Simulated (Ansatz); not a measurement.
# Si₃H₆: vertical ionisation energy

The task here is to estimate one member of a computed series from the others.

The runs use Ansatz 0.2.0, Gaussian basis; unrestricted cation, the program's frozen cores in correlated methods.

Plan: UKS PBE-D4/def2-TZVPP; UKS r2SCAN-D4/def2-TZVPP; UKS PBE0-D4/def2-TZVPP; UKS B3LYP-D4/def2-TZVPP; UKS wB97X-V/def2-TZVPP; UKS wB97M-V/def2-TZVPP; UKS B2PLYP/def2-TZVPP; UHF-MP2/def2-TZVPP; UHF-MP2/def2-QZVPP; then −ε(HOMO) from the neutral's earlier runs with LDA (SPW92), PBE-D4, revPBE-D4, BLYP-D4, r2SCAN-D4, B97M-V, PBE0-D4, B3LYP-D4, r2SCANh-D4, r2SCAN0-D4, HSE06-D4, BHLYP-D4, CAM-B3LYP-D4, LC-ωPBE, ωB97X-V, ωB97M-V.

1 further run of the same task is left out (it didn't finish).

### The geometry

An earlier PBE0-D4 in a triple-zeta def2 set relaxation fixed the geometry.

SMILES `[SiH2]1[SiH2][SiH2]1`, 9 atoms, charge 0, spin multiplicity 1.

Atoms are counted from 1 here; the program's logs count them from 0.

Bond lengths: Si1–Si2 2.330 Å, Si1–Si3 2.330 Å, Si1–H4 1.484 Å, Si1–H5 1.484 Å, Si2–Si3 2.330 Å, Si2–H6 1.484 Å, Si2–H7 1.484 Å, Si3–H8 1.484 Å, Si3–H9 1.484 Å. Angles: Si2–Si1–Si3 60.0°, Si2–Si1–H4 118.5°, Si2–Si1–H5 118.5°, Si3–Si1–H4 118.5°, Si3–Si1–H5 118.5°, H4–Si1–H5 113.1°, Si1–Si2–Si3 60.0°, Si1–Si2–H6 118.6°, Si1–Si2–H7 118.5°, Si3–Si2–H6 118.6°, Si3–Si2–H7 118.5°, H6–Si2–H7 113.1°, Si1–Si3–Si2 60.0°, Si1–Si3–H8 118.6°, Si1–Si3–H9 118.5°, Si2–Si3–H8 118.6°, Si2–Si3–H9 118.4°, H8–Si3–H9 113.1°.

The first run:

File in.yaml:

```yaml
crystal:
  periodic: [false, false, false]
  atoms:
    - {symbol: Si, position_ang: [-1.199322, -0.172125, -0.584006]}
    - {symbol: Si, position_ang: [0.903013, 0.831029, -0.550503]}
    - {symbol: Si, position_ang: [0.296941, -0.660153, 1.133628]}
    - {symbol: H, position_ang: [-1.471341, -1.214001, -1.604798]}
    - {symbol: H, position_ang: [-2.386782, 0.661413, -0.272981]}
    - {symbol: H, position_ang: [1.910410, 0.400503, -1.551147]}
    - {symbol: H, position_ang: [0.993253, 2.274308, -0.218248]}
    - {symbol: H, position_ang: [0.935146, -1.999362, 1.160114]}
    - {symbol: H, position_ang: [0.018693, -0.121613, 2.487940]}
basis:
  gaussian: {orbitals: def2-TZVPP}
total_charge: 1
magnetization: {spin_polarized: true, initial_magnetization: 1}
hamiltonian: {xc: pbe, dispersion: d4}
```

Among the steps run: Cation, UKS PBE-D4/def2-TZVPP; Cation, UKS r2SCAN-D4/def2-TZVPP; Cation, UKS PBE0-D4/def2-TZVPP; Cation, UKS B3LYP-D4/def2-TZVPP; Cation, UKS wB97X-V/def2-TZVPP; Cation, UKS wB97M-V/def2-TZVPP; Cation, UKS B2PLYP (frozen core)/def2-TZVPP; Cation, UHF-MP2/def2-TZVPP; Cation, UHF-MP2/def2-QZVPP.

One of the session's tables, all rows but one given; the rest of the session is left out.

Orbital estimates, from the neutral's runs:

```
  functional  −ε(HOMO) (eV)
 LDA (SPW92)           6.07
      PBE-D4           5.98
   revPBE-D4           5.94
     BLYP-D4           5.80
   r2SCAN-D4           6.18
      B97M-V           6.26
     PBE0-D4           6.94
    B3LYP-D4           6.73
  r2SCANh-D4           6.53
  r2SCAN0-D4           7.07
    HSE06-D4           6.55
    BHLYP-D4              ?
CAM-B3LYP-D4           8.11
     LC-ωPBE           9.38
     ωB97X-V           9.08
     ωB97M-V           8.86
```

Q: Estimate the row for BHLYP-D4 from the others.

Worked estimate for «−ε(HOMO) (eV)». Against the share of exact exchange, BLYP-D4 (0, 5.80), B3LYP-D4 (0.2, 6.73) give a slope of 4.65 per unit share; at 0.5 the line stands at 8.12.

As computed: −ε(HOMO) (eV): 7.77. In «−ε(HOMO) (eV)» the line misses by +0.35.
